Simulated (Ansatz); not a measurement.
Start from `[SiH3][AlH][SH]` and change one atom or group to get `[BH2][AlH][SiH3]`.

Ansatz, PBE0-D4/def2-TZVP geometries, multiplicity 1. Each molecule was computed in one conformer, which needn't be the lowest.

| property | `[SiH3][AlH][SH]` |
| --- | --- |
| LUMO energy (PBE0/def2-TZVPP) / eV | -1.78 |
| HOMO–LUMO gap (ωB97M-V/def2-TZVPP) / eV | 9.69 |
| HOMO–LUMO gap (B3LYP/def2-TZVPP) / eV | 5.68 |
| size of the dipole moment (ωB97M-V/def2-TZVPP) / D | 0.97 |
| HOMO energy (ωB97M-V/def2-TZVPP) / eV | -9.80 |
| HOMO–LUMO gap (PBE0/def2-TZVPP) / eV | 6.03 |

(1) Give the same properties after the change, and the shifts. (Best estimate.)

## Answers

(1) Ansatz gave: 
| property | `[BH2][AlH][SiH3]` | shift |
| --- | --- | --- |
| LUMO energy (PBE0/def2-TZVPP) / eV | -2.41 | -0.63 |
| HOMO–LUMO gap (ωB97M-V/def2-TZVPP) / eV | 8.67 | -1.02 |
| HOMO–LUMO gap (B3LYP/def2-TZVPP) / eV | 4.41 | -1.27 |
| size of the dipole moment (ωB97M-V/def2-TZVPP) / D | 0.73 | -0.24 |
| HOMO energy (ωB97M-V/def2-TZVPP) / eV | -9.17 | 0.63 |
| HOMO–LUMO gap (PBE0/def2-TZVPP) / eV | 4.78 | -1.25 |

With PBE0 the HOMO rises by 0.62 eV and the LUMO falls by 0.63 eV, so the gap narrows by about 1.25 eV. PBE moves the HOMO by 0.57 eV and ωB97M-V by 0.63 eV. The zero-point energy changes by 24.2 kJ/mol with +3 modes. Dipoles are sizes alone; their direction can turn.

B3LYP here is the variant with VWN-RPA as its local correlation; programs differ in this.
